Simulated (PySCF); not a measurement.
# Functional benchmark on one molecule

Molecule: `p12p3p1p23`, P4.

Cartesian coordinates in Å; atom numbers follow the order of the lines, from 1:
```xyz
4

P     1.2076   -0.2759   -0.4938
P    -0.4189    1.2057   -0.5016
P    -0.8883   -0.9438   -0.4369
P     0.0008    0.0421    1.3180
```

Geometry PBE0-D3(BJ)/def2-SVP throughout; GIAO in PySCF 2.14, gas phase, one conformer, non-relativistic; equivalent atoms averaged; basis pcSseg-2.

Reference values (measured; gas; B. Maryasin, H. Zipse, Phys. Chem. Chem. Phys. 13 (2011) 5150): δ(P1/P2/P3/P4) = -552.0 ppm vs 85 % H3PO4. Computed shifts are taken against H3PO4, calculated as an isolated molecule at each level.

How do the functionals WP04, B97-2, BHandHLYP, CAM-B3LYP, wB97X-D, LC-wPBE perform against the reference? Times are CPU seconds on 1 thread of an Arm Neoverse V1, shared host.

Answers


```
functional                    kind  P1/P2/P3/P4  abs. error P  core-s
      WP04           global hybrid       -517.5          34.5     8.1
     B97-2           global hybrid       -563.6          11.6     8.1
 BHandHLYP           global hybrid       -577.2          25.2     8.1
 CAM-B3LYP  range-separated hybrid       -584.5          32.5      12
   wB97X-D  range-separated hybrid       -576.7          24.7      12
   LC-wPBE  range-separated hybrid       -596.4          44.4      15
```

For 31P the closest is B97-2 (11.6 ppm) and the furthest LC-wPBE (44.4 ppm). One molecule is a small sample, and vibrational effects are absent from the calculation.
